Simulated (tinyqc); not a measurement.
Pariser-Parr-Pople SCF with singles CI, for the molecule C=CC=N (SMILES; centres numbered as the heavy atoms are written), step by step. One step of it, computed by the program tinyqc.

Problem. Singles CI, triplets. Over the 4 single excitations with the smallest orbital gaps: A = (e_a - e_i) delta - (ij|ab), with (pq|rs) = sum c_mp c_mq gamma_mn c_nr c_ns.

orbital energies (eV): -13.571739  -10.763667  -2.953219  -0.052864

coefficients:
```
,MO1,MO2,MO3,MO4
1C,0.386099,-0.587772,0.589787,-0.396991
2C,0.574259,-0.412674,-0.390395,0.589507
3C,0.588969,0.369929,-0.412769,-0.588124
4N,0.417457,0.589386,0.573903,0.385992
```

repulsion gamma_rs (eV):
```
,1C,2C,3C,4N
1C,11.670000,5.465685,3.935629,2.967994
2C,5.465685,11.670000,5.467862,4.031466
3C,3.935629,5.467862,11.670000,5.652291
4N,2.967994,4.031466,5.652291,13.440000
```

Give: triplet CI matrix; triplet excitation energies.

Solution.

triplet CI matrix (eV):
```
,2>3,1>3,2>4,1>4
2>3,1.2668,-0.1582,-0.0894,-2.0391
1>3,-0.1582,4.3592,-2.0391,-0.2062
2>4,-0.0894,-2.0391,4.4979,-0.0321
1>4,-2.0391,-0.2062,-0.0321,6.6675
```

triplet excitation energies (eV): 0.5557  2.4127  6.4589  7.3642
